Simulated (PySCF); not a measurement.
Ionisation energy of O by level of theory

O [He] 2s2 2p4 (3P) → O⁺ [He] 2s2 2p3 (4S), as a difference of total energies. All numbers are calculated (PySCF 2.14, no relativity, point nucleus, in def2-TZVPPD (6s4p3d1f, 40 functions)). Correlated levels: valence: 1s2 frozen. The calculations carry no spin-orbit coupling.

| method | ionisation energy (eV) |
| --- | --- |
| UHF | 12.025 |
| MP2 (valence) | 13.284 |
| SCS-MP2 (valence) | 13.378 |
| CCSD (valence) | 13.322 |
| CCSD(T) (valence) | 13.362 |

Question: How much does correlation contribute at CCSD(T) (valence)?

Answer: 13.362 − (12.025) = 1.337 eV, measured against UHF.

Errors of the correlated levels include the incompleteness of this basis and the frozen core.

For comparison: 13.608 eV (measured; NIST levels, between the centres of gravity of the two terms).
